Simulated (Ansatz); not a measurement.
Two isomers of C4H6O2: A = `O=CC1(O)CC1`, B = `C=CCOC=O`.

Computed with Ansatz on PBE0-D4/def2-TZVP structures; ΔE is electronic, products minus reactants. CCSD(T)/CBS is the MP2 limit (def2-TZVPP, def2-QZVPP) plus CCSD(T) − MP2 in def2-TZVPP, frozen cores. Functionals use def2-TZVPP. B3LYP here is the variant with VWN-RPA as its local correlation; programs differ in this. One conformer a species, not always the lowest.

A:

Z-matrix (Å, degrees):
```
C
C 1 1.466
C 1 1.509 2 117.6
O 1 1.377 2 114.3 3 146.2
C 1 1.509 2 117.6 3 -67.7
O 2 1.207 1 121.8 3 -146.1
H 2 1.108 1 116.2 3 33.9
H 3 1.082 1 113.9 2 143.1
H 3 1.083 1 118.7 2 1.8
H 4 0.970 1 105.2 2 -0.1
H 5 1.083 1 118.7 2 -1.9
H 5 1.082 1 113.9 2 -143.1
```

B:

```xyz
12

C     1.284    0.548   -1.794
C     1.002   -0.208   -0.745
C     0.088    0.212    0.348
O    -0.907   -0.813    0.516
C    -1.752   -0.628    1.525
O    -1.749    0.301    2.280
H     1.987    0.225   -2.553
H     0.825    1.523   -1.930
H     1.466   -1.184   -0.630
H     0.622    0.329    1.296
H    -0.404    1.161    0.124
H    -2.463   -1.466    1.562
```

(1) Which is lower in electronic energy at CCSD(T)/CBS, and by how much? (Estimate.)

(2) Give E(B) − E(A) in kcal/mol with r2SCAN-D4, B2PLYP, B3LYP, HF/def2-TZVPP, B3LYP-D4, ωB97M-V, PBE0-D4. (Best estimate.)

Largest T1 diagnostic: 0.014.

Results:

(1) Computed: B, by 11.4 kcal/mol.

(2) The calculation gave: r2SCAN-D4 -9.1, B2PLYP -13.0, B3LYP -14.1, HF/def2-TZVPP -17.4, B3LYP-D4 -13.3, ωB97M-V -9.9, PBE0-D4 -7.0. None reverses the order clearly.

In def2-TZVPP, CCSD(T) changes the Hartree–Fock value by +5.7 kcal/mol (the triples alone add +0.0 kcal/mol) and MP2 by +8.8 kcal/mol. The D4 term adds +0.8 kcal/mol with B3LYP and +0.4 kcal/mol with PBE0; it sums over pairs of atoms, weighted by their polarisabilities, and B3LYP, whose exchange is more repulsive, gets the larger term.
